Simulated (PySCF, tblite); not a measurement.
# CH3N: fragmentation of the cation, part 2 of 3

tblite 0.8.0 and PySCF 2.14.0. Atoms count from 0. The steps go on from the part before.

### 17 Vibrational analysis with GFN2-xTB

What the job is given:

```
{"job": {"kind": "ir", "xc": "GFN2-xTB", "basis": "xTB"}, "charge": 1, "multiplicity": 3}
C     -0.371333    -0.029513    -0.035173
N      0.745384    -0.452422    -0.078165
H     -1.264070    -0.720062    -0.054417
H     -0.578263     1.078169     0.028937
```

Output:

```text
mode    cm-1     km/mol
  1     853.1    116.57
  2     909.9     17.40
  3    1108.6     43.19
  4    1950.0      0.03
  5    2510.3    267.72
  6    2542.1    245.48
ZPE 59.060  H(298)-E 69.347  G(298)-E 1.443 kJ/mol  S 227.75 J/(mol K)
```

It took 0.06 s on 1 thread of Arm Neoverse V1, shared host.

The strongest bands and the atoms that carry them (share of the mass-weighted mode):

```
cm⁻¹  km/mol                      atoms
 853   116.6  H2 36 %, H3 35 %, C0 27 %
 910    17.4  H2 35 %, H3 35 %, C0 21 %
1109    43.2           H3 47 %, H2 47 %
2510   267.7           H2 47 %, H3 43 %
2542   245.5           H3 50 %, H2 46 %
```

### 18 Single point (CH₂N+ (triplet)): M06-2X/def2-TZVP

Geometry: GFN2-xTB.

What the job is given:

```
{"job": {"kind": "sp", "xc": "M06-2X", "basis": "def2-TZVP", "grid": 3}, "charge": 1, "multiplicity": 3}
C     -0.371333    -0.029513    -0.035173
N      0.745384    -0.452422    -0.078165
H     -1.264070    -0.720062    -0.054417
H     -0.578263     1.078169     0.028937
```

Output:

```text
coarse grid: 15248 points
cycle   1  E = -93.4265215515  dE =  6.421e-01  |g| = 3.064e-01  |ddm| = 1.050e+00
cycle   2  E = -93.4781186260  dE = -5.160e-02  |g| = 1.645e-01  |ddm| = 4.253e-01
cycle   3  E = -93.4904383703  dE = -1.232e-02  |g| = 2.130e-02  |ddm| = 1.136e-01
cycle   4  E = -93.4910331108  dE = -5.947e-04  |g| = 1.015e-02  |ddm| = 3.084e-02
cycle   5  E = -93.4911520376  dE = -1.189e-04  |g| = 5.934e-03  |ddm| = 1.269e-02
cycle   6  E = -93.4911913599  dE = -3.932e-05  |g| = 1.458e-03  |ddm| = 6.132e-03
cycle   7  E = -93.4911952565  dE = -3.897e-06  |g| = 2.653e-04  |ddm| = 2.640e-03
final grid: 47640 points
cycle   8  E = -93.4912109010  dE = -2.743e-06  |g| = 4.786e-04  |ddm| = 3.118e-03
cycle   9  E = -93.4912110302  dE = -1.292e-07  |g| = 2.295e-04  |ddm| = 4.977e-04
cycle  10  E = -93.4912110676  dE = -3.738e-08  |g| = 8.464e-05  |ddm| = 1.814e-04
cycle  11  E = -93.4912110900  dE = -2.241e-08  |g| = 6.481e-05  |ddm| = 1.580e-04
cycle  12  E = -93.4912111035  dE = -1.348e-08  |g| = 5.609e-05  |ddm| = 1.010e-04
cycle  13  E = -93.4912111208  dE = -1.736e-08  |g| = 5.596e-05  |ddm| = 1.324e-04
cycle  14  E = -93.4912111194  dE =  1.425e-09  |g| = 5.595e-05  |ddm| = 1.095e-05
converged SCF energy = -93.4912111194
```

It took 3.5 s on 1 thread of Arm Neoverse V1, shared host.

### 19 Geometry optimisation with GFN2-xTB

This step treats CHN+ (doublet), labelled `C#[N+]` (the label fixes atoms and charge, not where charge and spin sit).

What the job is given:

```
{"job": {"kind": "relax", "xc": "GFN2-xTB", "basis": "xTB"}, "charge": 1, "multiplicity": 2}
C     -0.374100    -0.014600    -0.014800
N      0.740800    -0.503700    -0.064600
H     -0.614000     1.050200     0.073300
```

Output:

```text
step      E/eV     max force
  0    -131.33125    9.118
  1    -129.41645   36.835
  2    -131.73109    5.247
  3    -131.86360    3.100
  4    -132.04333    2.507
  5    -132.18251    1.928
  6    -132.03200    6.414
  7    -132.24374    0.673
  8    -132.25958    0.306
  9    -132.26610    0.791
 10    -132.26804    0.505
 11    -132.27010    0.030
 12    -132.27012    0.006
```

Run time: 0.03 s. Hardware: 1 thread of Arm Neoverse V1, shared host.

Relaxation path: (the energy doesn't fall at every step)

```csv
step,energy from step 0 (eV),largest force (eV/Å)
0,0.0000,9.1184
1,1.9148,36.8347
2,-0.3998,5.2468
3,-0.5323,3.1001
4,-0.7121,2.5073
5,-0.8513,1.9281
6,-0.7007,6.4139
7,-0.9125,0.6732
8,-0.9283,0.3058
9,-0.9348,0.7907
10,-0.9368,0.5045
11,-0.9389,0.0301
12,-0.9389,0.0058
```

Distances of close pairs at the start and the end, largest changes first:

| bond | before (Å) | after (Å) | change (Å) |
| --- | --- | --- | --- |
| C0–N1 | 1.218 | 1.125 | -0.094 |
| C0–H2 | 1.095 | 1.110 | +0.015 |

The next job starts from the end point, and lists it.

### 20 Infrared spectrum with GFN2-xTB

What the job is given:

```
{"job": {"kind": "ir", "xc": "GFN2-xTB", "basis": "xTB"}, "charge": 1, "multiplicity": 2}
C     -0.085783     0.180965    -0.001719
N      0.649575    -0.666800    -0.076898
H     -0.811098     1.017747     0.072480
```

Output:

```text
mode    cm-1     km/mol
  1     621.8     82.80
  2     622.2     82.78
  3    2280.5    129.90
  4    2801.3    571.15
ZPE 37.837  H(298)-E 47.292  G(298)-E -16.539 kJ/mol  S 214.09 J/(mol K)
```

Run time: 0.06 s. Hardware: 1 thread of Arm Neoverse V1, shared host.

The strongest bands and the atoms that carry them (share of the mass-weighted mode):

```
cm⁻¹  km/mol                      atoms
 622    82.8           H2 71 %, C0 24 %
 622    82.8           H2 71 %, C0 24 %
2280   129.9  N1 40 %, H2 34 %, C0 26 %
2801   571.1           H2 62 %, C0 29 %
```

### 21 Single point (CHN+ (doublet), C#[N+]): M06-2X/def2-TZVP

Geometry: GFN2-xTB.

What the job is given:

```
{"job": {"kind": "sp", "xc": "M06-2X", "basis": "def2-TZVP", "grid": 3}, "charge": 1, "multiplicity": 2}
C     -0.085783     0.180965    -0.001719
N      0.649575    -0.666800    -0.076898
H     -0.811098     1.017747     0.072480
```

Output:

```text
coarse grid: 12776 points
cycle   1  E = -92.8592077539  dE =  6.890e-01  |g| = 2.883e-01  |ddm| = 1.020e+00
cycle   2  E = -92.8979700804  dE = -3.876e-02  |g| = 1.937e-01  |ddm| = 3.976e-01
cycle   3  E = -92.9116534036  dE = -1.368e-02  |g| = 7.255e-02  |ddm| = 1.346e-01
cycle   4  E = -92.9136387479  dE = -1.985e-03  |g| = 1.789e-02  |ddm| = 4.552e-02
cycle   5  E = -92.9137803549  dE = -1.416e-04  |g| = 1.416e-03  |ddm| = 1.261e-02
cycle   6  E = -92.9137824490  dE = -2.094e-06  |g| = 4.727e-04  |ddm| = 1.918e-03
final grid: 37832 points
cycle   7  E = -92.9138708647  dE = -2.417e-06  |g| = 3.694e-04  |ddm| = 3.098e-03
cycle   8  E = -92.9138709631  dE = -9.838e-08  |g| = 1.576e-04  |ddm| = 3.709e-04
cycle   9  E = -92.9138709776  dE = -1.449e-08  |g| = 1.508e-04  |ddm| = 1.625e-04
cycle  10  E = -92.9138709908  dE = -1.324e-08  |g| = 3.266e-05  |ddm| = 9.400e-05
cycle  11  E = -92.9138709932  dE = -2.416e-09  |g| = 1.399e-05  |ddm| = 4.943e-05
converged SCF energy = -92.9138709932
```

Run time: 2 s. Hardware: 1 thread of Arm Neoverse V1, shared host.

### 22 Relaxing the molecule with GFN2-xTB

This step treats CHN+ (doublet), labelled `[C]#[NH+]` (the label fixes atoms and charge, not where charge and spin sit).

What the job is given:

```
{"job": {"kind": "relax", "xc": "GFN2-xTB", "basis": "xTB"}, "charge": 1, "multiplicity": 2}
C     -0.374100    -0.014600    -0.014800
N      0.740800    -0.503700    -0.064600
H      1.543900     0.141000     0.016200
```

Output:

```text
step      E/eV     max force
  0    -131.15261    8.189
  1    -129.86974   28.923
  2    -131.50466    4.282
  3    -131.61781    2.560
  4    -131.86401    2.728
  5    -132.06957    0.794
  6    -132.08384    1.634
  7    -132.09886    1.175
  8    -132.10676    0.618
  9    -132.10980    0.043
 10    -132.10983    0.011
 11    -132.10983    0.002
```

It took 0.03 s on 1 thread of Arm Neoverse V1, shared host.

Along the way: (the energy doesn't fall at every step)

| step | energy from step 0 (eV) | largest force (eV/Å) |
| --- | --- | --- |
| 0 | 0.0000 | 8.1893 |
| 1 | 1.2829 | 28.9227 |
| 2 | -0.3520 | 4.2818 |
| 3 | -0.4652 | 2.5604 |
| 4 | -0.7114 | 2.7275 |
| 5 | -0.9170 | 0.7936 |
| 6 | -0.9312 | 1.6342 |
| 7 | -0.9462 | 1.1750 |
| 8 | -0.9541 | 0.6178 |
| 9 | -0.9572 | 0.0430 |
| 10 | -0.9572 | 0.0114 |
| 11 | -0.9572 | 0.0020 |

Distances of close pairs at the start and the end, largest changes first:

```
 bond  before (Å)  after (Å)  change (Å)
C0–N1       1.218      1.130      -0.088
N1–H2       1.033      1.041      +0.008
```

The next job starts from the end point, and lists it.

### 23 Harmonic vibrations with GFN2-xTB

What the job is given:

```
{"job": {"kind": "ir", "xc": "GFN2-xTB", "basis": "xTB"}, "charge": 1, "multiplicity": 2}
C     -0.460263    -0.206855    -0.037900
N      0.666510    -0.123487    -0.020600
H      1.704378    -0.046888    -0.004686
```

Output:

```text
mode    cm-1     km/mol
  1     585.5    189.57
  2     585.5    189.60
  3    2338.2      9.61
  4    3028.5    672.55
ZPE 39.104  H(298)-E 48.664  G(298)-E -15.228 kJ/mol  S 214.29 J/(mol K)
```

Wall time 0.06 s (1 thread of Arm Neoverse V1, shared host).

The strongest bands and the atoms that carry them (share of the mass-weighted mode):

```
cm⁻¹  km/mol                      atoms
 586   189.6           H2 75 %, N1 20 %
 586   189.6           H2 75 %, N1 20 %
2338     9.6  C0 53 %, N1 32 %, H2 15 %
3028   672.5           H2 81 %, N1 16 %
```

### 24 Single point (CHN+ (doublet), [C]#[NH+]): M06-2X/def2-TZVP

Geometry: GFN2-xTB.

What the job is given:

```
{"job": {"kind": "sp", "xc": "M06-2X", "basis": "def2-TZVP", "grid": 3}, "charge": 1, "multiplicity": 2}
C     -0.460263    -0.206855    -0.037900
N      0.666510    -0.123487    -0.020600
H      1.704378    -0.046888    -0.004686
```

Output:

```text
coarse grid: 12776 points
cycle   1  E = -92.9026304505  dE =  6.852e-01  |g| = 2.803e-01  |ddm| = 1.002e+00
cycle   2  E = -92.9221325107  dE = -1.950e-02  |g| = 2.982e-01  |ddm| = 4.068e-01
cycle   3  E = -92.9555905848  dE = -3.346e-02  |g| = 1.080e-01  |ddm| = 1.740e-01
cycle   4  E = -92.9602950432  dE = -4.704e-03  |g| = 1.985e-02  |ddm| = 5.519e-02
cycle   5  E = -92.9607713129  dE = -4.763e-04  |g| = 9.085e-03  |ddm| = 2.119e-02
cycle   6  E = -92.9609568685  dE = -1.856e-04  |g| = 4.550e-03  |ddm| = 1.623e-02
cycle   7  E = -92.9610196078  dE = -6.274e-05  |g| = 2.279e-03  |ddm| = 9.489e-03
cycle   8  E = -92.9610340975  dE = -1.449e-05  |g| = 7.992e-04  |ddm| = 6.695e-03
cycle   9  E = -92.9610346305  dE = -5.330e-07  |g| = 2.095e-04  |ddm| = 1.182e-03
final grid: 37832 points
cycle  10  E = -92.9613471820  dE = -2.186e-06  |g| = 5.931e-04  |ddm| = 6.570e-03
cycle  11  E = -92.9613470814  dE =  1.006e-07  |g| = 7.855e-04  |ddm| = 6.896e-04
cycle  12  E = -92.9613473248  dE = -2.434e-07  |g| = 1.157e-04  |ddm| = 3.613e-04
cycle  13  E = -92.9613473319  dE = -7.028e-09  |g| = 4.035e-05  |ddm| = 1.050e-04
converged SCF energy = -92.9613473319
```

Run time: 2 s. Hardware: 1 thread of Arm Neoverse V1, shared host.

### 25 Fragmentation of the cation: M06-2X/def2-TZVP

This step combines the energies above: geometries from GFN2-xTB, zero-point and thermal terms from GFN2-xTB.

What the job is given:

```
{"job": {"kind": "ms", "cap": 8, "level": {"xc": "M06-2X", "basis": "def2-TZVP", "grid": 3}}, "charge": 0, "multiplicity": 1}
C     -0.390347    -0.008436    -0.009543
N      0.751548    -0.512342    -0.041569
H     -1.238951    -0.679906    -0.066372
H     -0.631469     1.057766     0.070082
H      1.526463     0.148623     0.013032
```

Output (the driver's rows laid out field by field):

```text
fragmentation thresholds of the radical cation, M06-2X/def2-TZVP // GFN2-xTB

row 1
  mz                      28
  route                   bond cut
  ion                     formula CH2N, charge 1, multiplicity 1, smiles C#[NH+], kept yes, pieces 1, point_group Cinfv
  lost                    formula H, charge 0, multiplicity 2, smiles [H], kept yes, pieces 1
  threshold_ev            11.0706
  electronic_ev           11.3966
  enthalpy                1074.05

row 2
  mz                      28
  route                   bond cut
  ion                     formula CH2N, charge 1, multiplicity 1, kept yes, pieces 1, point_group C2v, triplet_less_singlet_ev 2.0902
  lost                    formula H, charge 0, multiplicity 2, smiles [H], kept yes, pieces 1
  threshold_ev            14.5703
  electronic_ev           15.0462
  enthalpy                1412.89

row 3
  mz                      27
  route                   H2 lost
  ion                     formula CHN, charge 1, multiplicity 2, smiles C#[N+], kept yes, pieces 1, point_group Cinfv
  lost                    formula H2, charge 0, multiplicity 1, smiles [H][H], kept yes, pieces 1, point_group Dinfh
  threshold_ev            14.2101
  electronic_ev           14.6292
  enthalpy                1378.99

row 4
  mz                      27
  route                   H2 lost
  ion                     formula CHN, charge 1, multiplicity 2, smiles [C]#[NH+], kept yes, pieces 1, point_group Cinfv
  lost                    formula H2, charge 0, multiplicity 1, smiles [H][H], kept yes, pieces 1, point_group Dinfh
  threshold_ev            12.9314
  electronic_ev           13.3373
  enthalpy                1255.71
```

Run time: 26 s. Hardware: 1 thread of Arm Neoverse V1, shared host.

Some single points behind these values are not shown above.

In short:

```csv
quantity,value
vertical ionisation,10.53 eV
adiabatic ionisation,9.92 eV
```

Thresholds above the neutral molecule, for the routes that were computed (an m/z can be reached lower by another route):

```csv
m/z,ion,lost,route,eV
28,C#[NH+],[H],bond cut,11.07
27,[C]#[NH+],[H][H],H2 lost,12.93
27,C#[N+],[H][H],H2 lost,14.21
28,CH2N,[H],bond cut,14.57
```

### 26 Single point (CH₃N): BLYP-D3(BJ)/aug-cc-pVTZ

Geometry: GFN2-xTB.

What the job is given:

```
{"job": {"kind": "sp", "xc": "BLYP", "basis": "aug-cc-pVTZ", "d3": "d3bj", "grid": 3}, "charge": 0, "multiplicity": 1}
C     -0.390347    -0.008436    -0.009543
N      0.751548    -0.512342    -0.041569
H     -1.238951    -0.679906    -0.066372
H     -0.631469     1.057766     0.070082
H      1.526463     0.148623     0.013032
```

Output:

```text
coarse grid: 4008 points
cycle   1  E = -94.5976906249  dE =  1.008e-01  |g| = 4.071e-01  |ddm| = 4.981e+00
cycle   2  E = -94.4470449665  dE =  1.506e-01  |g| = 8.890e-01  |ddm| = 1.656e+00
cycle   3  E = -94.6310500001  dE = -1.840e-01  |g| = 1.700e-01  |ddm| = 1.136e+00
cycle   4  E = -94.6379176519  dE = -6.868e-03  |g| = 3.345e-02  |ddm| = 2.710e-01
cycle   5  E = -94.6381867412  dE = -2.691e-04  |g| = 4.083e-03  |ddm| = 5.491e-02
cycle   6  E = -94.6381903552  dE = -3.614e-06  |g| = 5.823e-04  |ddm| = 6.018e-03
final grid: 57448 points
cycle   7  E = -94.6380792655  dE = -3.209e-05  |g| = 6.615e-03  |ddm| = 1.873e-01
cycle   8  E = -94.6380550596  dE =  2.421e-05  |g| = 1.235e-02  |ddm| = 2.581e-02
cycle   9  E = -94.6380862516  dE = -3.119e-05  |g| = 3.354e-03  |ddm| = 1.677e-02
cycle  10  E = -94.6380888253  dE = -2.574e-06  |g| = 3.571e-04  |ddm| = 4.525e-03
cycle  11  E = -94.6380888561  dE = -3.081e-08  |g| = 5.200e-05  |ddm| = 5.253e-04
cycle  12  E = -94.6380888568  dE = -7.412e-10  |g| = 9.816e-06  |ddm| = 1.001e-04
converged SCF energy = -94.6380888568
```

It took 4 s on 1 thread of Arm Neoverse V1, shared host.

### 27 Single point (CH3N+ (doublet)): BLYP-D3(BJ)/aug-cc-pVTZ

Geometry: GFN2-xTB, that of another charge or spin state.

What the job is given:

```
{"job": {"kind": "sp", "xc": "BLYP", "basis": "aug-cc-pVTZ", "d3": "d3bj", "grid": 3}, "charge": 1, "multiplicity": 2}
C     -0.390347    -0.008436    -0.009543
N      0.751548    -0.512342    -0.041569
H     -1.238951    -0.679906    -0.066372
H     -0.631469     1.057766     0.070082
H      1.526463     0.148623     0.013032
```

Output:

```text
final grid: 57448 points
cycle   1  E = -93.8089983838  dE =  3.809e-01  |g| = 1.015e+00  |ddm| = 1.782e+00
cycle   2  E = -91.3397003654  dE =  2.469e+00  |g| = 2.055e+00  |ddm| = 3.858e+00
cycle   3  E = -94.2332168785  dE = -2.894e+00  |g| = 2.098e-01  |ddm| = 2.978e+00
cycle   4  E = -94.2498763443  dE = -1.666e-02  |g| = 1.501e-01  |ddm| = 6.725e-01
cycle   5  E = -94.2606663813  dE = -1.079e-02  |g| = 3.083e-02  |ddm| = 2.785e-01
cycle   6  E = -94.2611694748  dE = -5.031e-04  |g| = 1.014e-02  |ddm| = 5.733e-02
cycle   7  E = -94.2612237865  dE = -5.431e-05  |g| = 2.955e-03  |ddm| = 2.013e-02
cycle   8  E = -94.2612288452  dE = -5.059e-06  |g| = 1.115e-03  |ddm| = 5.958e-03
cycle   9  E = -94.2612298247  dE = -9.795e-07  |g| = 2.253e-04  |ddm| = 2.653e-03
cycle  10  E = -94.2612299057  dE = -8.102e-08  |g| = 7.469e-05  |ddm| = 8.910e-04
cycle  11  E = -94.2612299181  dE = -1.236e-08  |g| = 1.982e-05  |ddm| = 4.652e-04
cycle  12  E = -94.2612299184  dE = -2.922e-10  |g| = 2.743e-06  |ddm| = 5.962e-05
converged SCF energy = -94.2612299184
```

Wall time 7.7 s (1 thread of Arm Neoverse V1, shared host).

### 28 Single point (CH₃N): BLYP-D3(BJ)/aug-cc-pVTZ

Geometry: GFN2-xTB, that of another charge or spin state.

What the job is given:

```
{"job": {"kind": "sp", "xc": "BLYP", "basis": "aug-cc-pVTZ", "d3": "d3bj", "grid": 3}, "charge": 0, "multiplicity": 1}
C     -0.404477     0.025666    -0.015770
N      0.749200    -0.308557    -0.027139
H     -1.227602    -0.710837    -0.072539
H     -0.812527     1.058864     0.050012
H      1.729894    -0.053726    -0.003305
```

Output:

```text
coarse grid: 4008 points
cycle   1  E = -94.5614290194  dE =  1.831e-01  |g| = 4.595e-01  |ddm| = 4.983e+00
cycle   2  E = -94.3910782935  dE =  1.704e-01  |g| = 9.586e-01  |ddm| = 2.073e+00
cycle   3  E = -94.6021242833  dE = -2.110e-01  |g| = 1.750e-01  |ddm| = 1.435e+00
cycle   4  E = -94.6092585434  dE = -7.134e-03  |g| = 4.142e-02  |ddm| = 2.734e-01
cycle   5  E = -94.6096680572  dE = -4.095e-04  |g| = 5.488e-03  |ddm| = 7.250e-02
cycle   6  E = -94.6096771332  dE = -9.076e-06  |g| = 4.730e-04  |ddm| = 1.074e-02
final grid: 57448 points
cycle   7  E = -94.6103005261  dE = -2.928e-05  |g| = 5.778e-03  |ddm| = 1.985e-01
cycle   8  E = -94.6102839576  dE =  1.657e-05  |g| = 1.036e-02  |ddm| = 2.433e-02
cycle   9  E = -94.6103065917  dE = -2.263e-05  |g| = 2.433e-03  |ddm| = 1.512e-02
cycle  10  E = -94.6103079003  dE = -1.309e-06  |g| = 3.623e-04  |ddm| = 3.346e-03
cycle  11  E = -94.6103079310  dE = -3.064e-08  |g| = 3.555e-05  |ddm| = 5.055e-04
cycle  12  E = -94.6103079313  dE = -3.395e-10  |g| = 7.350e-06  |ddm| = 6.956e-05
converged SCF energy = -94.6103079313
```

It took 4 s on 1 thread of Arm Neoverse V1, shared host.

### 29 Single point (CH₃N+ (doublet), C=[NH+]): BLYP-D3(BJ)/aug-cc-pVTZ

Geometry: GFN2-xTB.

What the job is given:

```
{"job": {"kind": "sp", "xc": "BLYP", "basis": "aug-cc-pVTZ", "d3": "d3bj", "grid": 3}, "charge": 1, "multiplicity": 2}
C     -0.404477     0.025666    -0.015770
N      0.749200    -0.308557    -0.027139
H     -1.227602    -0.710837    -0.072539
H     -0.812527     1.058864     0.050012
H      1.729894    -0.053726    -0.003305
```

Output:

```text
final grid: 57448 points
cycle   1  E = -93.9859067039  dE =  2.287e-01  |g| = 8.311e-01  |ddm| = 1.477e+00
cycle   2  E = -92.6711192149  dE =  1.315e+00  |g| = 1.660e+00  |ddm| = 3.093e+00
cycle   3  E = -94.2585776493  dE = -1.587e+00  |g| = 1.877e-01  |ddm| = 2.257e+00
cycle   4  E = -94.2700013047  dE = -1.142e-02  |g| = 1.306e-01  |ddm| = 5.279e-01
cycle   5  E = -94.2780781708  dE = -8.077e-03  |g| = 1.828e-02  |ddm| = 2.207e-01
cycle   6  E = -94.2782671463  dE = -1.890e-04  |g| = 4.127e-03  |ddm| = 3.081e-02
cycle   7  E = -94.2782776256  dE = -1.048e-05  |g| = 1.271e-03  |ddm| = 1.003e-02
cycle   8  E = -94.2782788859  dE = -1.260e-06  |g| = 2.483e-04  |ddm| = 3.161e-03
cycle   9  E = -94.2782789628  dE = -7.690e-08  |g| = 9.057e-05  |ddm| = 8.742e-04
cycle  10  E = -94.2782789722  dE = -9.329e-09  |g| = 3.319e-05  |ddm| = 3.349e-04
converged SCF energy = -94.2782789722
```

Run time: 6.8 s. Hardware: 1 thread of Arm Neoverse V1, shared host.

### 30 Single point (CH2N+, C#[NH+], multiplicity 1): BLYP-D3(BJ)/aug-cc-pVTZ

Geometry: GFN2-xTB.

What the job is given:

```
{"job": {"kind": "sp", "xc": "BLYP", "basis": "aug-cc-pVTZ", "d3": "d3bj", "grid": 3}, "charge": 1, "multiplicity": 1}
C     -0.186512     0.393582     0.016876
N      0.851937    -0.057636    -0.024767
H     -1.171263     0.821872     0.056373
H      1.782501    -0.462662    -0.062189
```

Output:

```text
coarse grid: 3392 points
cycle   1  E = -93.7129070950  dE =  5.112e-01  |g| = 2.148e-01  |ddm| = 4.868e+00
cycle   2  E = -93.6904316946  dE =  2.248e-02  |g| = 3.926e-01  |ddm| = 8.048e-01
cycle   3  E = -93.7153486980  dE = -2.492e-02  |g| = 1.733e-01  |ddm| = 5.924e-01
cycle   4  E = -93.7218080430  dE = -6.459e-03  |g| = 1.224e-02  |ddm| = 1.952e-01
cycle   5  E = -93.7218404445  dE = -3.240e-05  |g| = 4.392e-03  |ddm| = 2.965e-02
cycle   6  E = -93.7218448193  dE = -4.375e-06  |g| = 4.253e-04  |ddm| = 8.876e-03
final grid: 47640 points
cycle   7  E = -93.7229435012  dE = -2.891e-05  |g| = 3.881e-03  |ddm| = 1.303e-01
cycle   8  E = -93.7229408435  dE =  2.658e-06  |g| = 5.030e-03  |ddm| = 1.547e-02
cycle   9  E = -93.7229445346  dE = -3.691e-06  |g| = 3.396e-03  |ddm| = 1.003e-02
cycle  10  E = -93.7229469010  dE = -2.366e-06  |g| = 2.785e-04  |ddm| = 3.812e-03
cycle  11  E = -93.7229469152  dE = -1.419e-08  |g| = 1.163e-05  |ddm| = 3.529e-04
cycle  12  E = -93.7229469152  dE = -2.528e-11  |g| = 9.978e-07  |ddm| = 2.189e-05
converged SCF energy = -93.7229469152
```

Wall time 2.7 s (1 thread of Arm Neoverse V1, shared host).

### 31 Single point (H radical): BLYP-D3(BJ)/aug-cc-pVTZ

Geometry: atom.

What the job is given:

```
{"job": {"kind": "sp", "xc": "BLYP", "basis": "aug-cc-pVTZ", "d3": "d3bj", "grid": 3}, "charge": 0, "multiplicity": 2}
H      0.000000     0.000000     0.000000
```

Output:

```text
coarse grid: 624 points
cycle   1  E = -0.4935653694  dE = -4.375e-02  |g| = 5.214e-02  |ddm| = 9.171e-01
cycle   2  E = -0.4976753675  dE = -4.110e-03  |g| = 9.701e-03  |ddm| = 3.621e-01
cycle   3  E = -0.4977846199  dE = -1.093e-04  |g| = 3.410e-04  |ddm| = 6.320e-02
cycle   4  E = -0.4977846830  dE = -6.305e-08  |g| = 1.544e-06  |ddm| = 2.506e-03
final grid: 9808 points
cycle   5  E = -0.4977373411  dE = -8.838e-08  |g| = 2.259e-05  |ddm| = 2.554e-03
cycle   6  E = -0.4977373415  dE = -4.300e-10  |g| = 3.242e-06  |ddm| = 1.300e-04
converged SCF energy = -0.4977373415
```

It took 0.08 s on 1 thread of Arm Neoverse V1, shared host.

[end of part 2 of 3]
